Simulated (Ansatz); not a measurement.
Mulliken charges of `ClC1CCO1` from ωB97M-V/def2-TZVPP in Ansatz (PBE0-D4/def2-TZVP geometry).

| atom | x (Å) | y (Å) | z (Å) | charge (e) |
| --- | --- | --- | --- | --- |
| Cl1 | -1.281 | -0.469 | -2.013 | -0.138 |
| C2 | -0.970 | 0.025 | -0.308 | 0.108 |
| C3 | 0.190 | -0.717 | 0.345 | -0.234 |
| C4 | 0.901 | 0.633 | 0.239 | 0.004 |
| O5 | -0.318 | 1.258 | -0.215 | -0.281 |
| H6 | -1.951 | 0.023 | 0.165 | 0.123 |
| H7 | -0.025 | -1.033 | 1.365 | 0.105 |
| H8 | 0.604 | -1.545 | -0.225 | 0.118 |
| H9 | 1.250 | 1.081 | 1.171 | 0.097 |
| H10 | 1.685 | 0.692 | -0.521 | 0.097 |

Problem. By hand: the dipole of these point charges (1 e Å = 4.8032 D).

Solution. Σ q r = (0.234, -0.232, 0.425) e Å, of length 0.538 e Å = 2.58 D.

Problem. How does the dipole of the full density compare? (An estimate is asked.)

Solution. The calculation gave: (0.270, -0.225, 0.484) e Å, 2.87 D; the point charges give 0.90 times that, at 3° from its direction.

Point charges leave out the atoms' own dipoles, such as those of lone pairs, and Mulliken's split depends on the basis, so the close match here is no proof of good charges.
